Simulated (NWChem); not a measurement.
How the cost of UPBE grows with the basis: BH2O

BH2O has 4 atoms, charge 0, and is taken as a doublet. SMILES: `[BH]O`. The coordinates come from a PBE0-D4/def2-TZVP relaxation.

UPBE, energy, NWChem 7.3.0, on 1 thread of AMD EPYC 7R13 (Zen 3), shared host. N is the number of basis functions, t the processor time.

| basis | N | t (s) | ln N | ln t |
| --- | --- | --- | --- | --- |
| cc-pVDZ | 38 | 3.7 | 3.638 | 1.308 |
| aug-cc-pVDZ | 64 | 6.7 | 4.159 | 1.902 |
| cc-pVTZ | 88 | 12 | 4.477 | 2.485 |
| jun-cc-pV(T+d)Z | 106 | ? | 4.663 | ? |

Q: Fit t = C·Nᵖ to the known rows and estimate the time in jun-cc-pV(T+d)Z.

A: 
1. Means of the 3 rows: ln N = 4.09133, ln t = 1.8983.
2. Σ(Δln N)² = 0.35883, Σ(Δln N·Δln t) = 0.49412, so the slope is 0.49412/0.35883 = 1.377.
3. Intercept: 1.8983 − (1.377) × 4.09133 = -3.7355. The largest residual of the fit is 0.089.
4. ln t = -3.7355 + 1.377 × 4.663, so t ≈ 15 s.

The run took 19 s, so the estimate is too short by a factor of about 1.3. The fitted power is 1.4, with the electron count fixed. So low a power shows that fixed costs still weigh. Fixed start-up costs flatten the line at the short runs, so it runs low for the long one.
